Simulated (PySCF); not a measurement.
Phosphine, H₃P, SMILES P, point group C3v.

Level: PBE0/pcSseg-2 in PySCF (density fitting, grid level 2); geometry and Hessian at that level, cubic constants and property derivatives from steps of ±0.6 along each species' dimensionless normal coordinates, second-order vibrational perturbation theory. The parent has the commonest isotopes.

Equilibrium geometry (Å):

```json
{"atom": "P1", "x": "-0.0007", "y": "0.0087", "z": "0.5554"}
{"atom": "H2", "x": "-0.5102", "y": "1.0738", "z": "-0.2328"}
{"atom": "H3", "x": "1.2028", "y": "-0.0777", "z": "-0.1925"}
{"atom": "H4", "x": "-0.6509", "y": "-0.9857", "z": "-0.2216"}
```

An isotope shift is δ(isotopologue) − δ(parent), that is, the negative of the change in the averaged GIAO shielding; n counts bonds from the nearest label (0: the labelled atom itself). These are computed values; those of heavy atoms are rounded to 5 ppb, about the numerical noise.

(1) What isotope shifts arise with ²H at 2?

(2) What isotope shifts arise with ²H at 2, ²H at 3?

(3) What isotope shifts arise with ²H at 2, ²H at 3, ²H at 4?

## Answers

(1) 
```
nucleus  n  0 K (ppb)  300 K (ppb)
     H2  0        -84          -79
     P1  1      -1095        -1105
     H3  2        -15          -17
     H4  2        -15          -17
```

(2) 
| nucleus | n | 0 K (ppb) | 300 K (ppb) |
| --- | --- | --- | --- |
| H2 | 0 | -102 | -97 |
| H3 | 0 | -102 | -98 |
| P1 | 1 | -2165 | -2180 |
| H4 | 2 | -29 | -32 |

(3) 
```
nucleus  n  0 K (ppb)  300 K (ppb)
     H2  0       -119         -116
     H3  0       -119         -116
     H4  0       -119         -116
     P1  1      -3260        -3295
```
